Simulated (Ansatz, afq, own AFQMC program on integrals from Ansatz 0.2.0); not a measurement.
**Where AFQMC and coupled cluster stand for InBr2, doublet**

```
atom    x (Å)    y (Å)    z (Å)
  In  -0.0415  -0.0219   0.0192
  Br   2.2307  -0.8111   0.8017
  Br  -0.2472   1.8257  -1.6962
```

Connectivity, by distances: Br–In–Br.

Basis def2-TZVP with its core potentials. Only valence electrons are correlated. AFQMC by an in-house program on the Cholesky factors that Ansatz 0.2.0 writes for its CCSD(T) run. The CISD trial takes its coefficients from CCSD amplitudes. Released means that phaseless walkers are propagated on without the constraint, phases kept. Error bars are statistical, one sigma. No spin–orbit coupling.

Determinant: UHF, the one that the program's search chose, which needn't be the lowest solution. The geometry is a PBE0/def2-SVP stationary point of this or a neighbouring charge and spin state.

No full CI on the walks' own integrals is used here. The released AFQMC energy serves as the reference, which it does only where one determinant dominates, the energy is flat over the last release times and near the phaseless one (40 meV or 2 meV an electron, half that with transition metals). On small molecules, where full CI could be run and the noise was under 10 meV, such values lay within 10 meV of it in 19 cases of 20, a flattering rate, since the rule was set on those same cases; what remains of the bias isn't in the error bar.

Cautions: no spin-orbit coupling; no relativity below Rb; inner d shell frozen; the released value is read at 1.50 1/Eh with a noise of 10 meV, more than in the cases checked (meV from the phaseless value at times in 1/Eh: -8 ± 6 at 0.24, -9 ± 6 at 0.51, -9 ± 7 at 0.99, -20 ± 10 at 1.50).

- T1 diagnostic: 0.0139
- weight of the determinant in the CISD state: 0.835
- ⟨S²⟩ of the determinant: 0.764
- size of the correlated space: 17 electrons in 109 orbitals

Reference: AFQMC with the constraint released, correlation energy -11.181 ± 0.010 eV.

```json
{"level": "HF", "E − E(reference) (kcal/mol)": "257.83 ± 0.23", "share of correlation (%)": "0.00"}
{"level": "MP2", "E − E(reference) (kcal/mol)": "31.72 ± 0.23", "share of correlation (%)": "87.70"}
{"level": "CCSD", "E − E(reference) (kcal/mol)": "11.91 ± 0.23", "share of correlation (%)": "95.38"}
{"level": "CCSD(T)", "E − E(reference) (kcal/mol)": "1.42 ± 0.23", "share of correlation (%)": "99.45"}
{"level": "ph-AFQMC/CISD", "E − E(reference) (kcal/mol)": "0.47 ± 0.27", "share of correlation (%)": "99.82"}
```

A walk keeps the symmetry of its determinant, which the program's search chose and which needn't be the lowest solution, so a lower state of the same spin and another symmetry isn't excluded. Released energies are given only where the last usable release times agree within the noise; a slower fall can still hide under it.
